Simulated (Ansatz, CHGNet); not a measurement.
How the volume per atom of α-phase Ga moves with the method

No measured value is used here.

```csv
level (code),value (Å³/atom)
CHGNet-r²SCAN (CHGNet),19.47
LDA (Ansatz),18.36
PBE (Ansatz),[?]
PBEsol (Ansatz),19.06
PBE-D3(BJ) (Ansatz),[?]
PBE-D4 (Ansatz),19.00
r²SCAN (Ansatz),19.19
HSE06 (Ansatz),19.61
```

Fill in the missing entries.


- PBE (Ansatz, an electronic-structure program), value (Å³/atom): 20.29
- PBE-D3(BJ) (Ansatz), value (Å³/atom): 19.39

HSE06: hybrids on metals are sensitive to the k mesh and can open a false gap. Cutoffs and k meshes differ between the levels. Ansatz's density-functional and Hartree–Fock values are scalar-relativistic unless marked +SOC, with PAW data made under PBE.

Machine-learned potentials (CHGNet-r²SCAN) are trained on DFT data, which may include these solids.
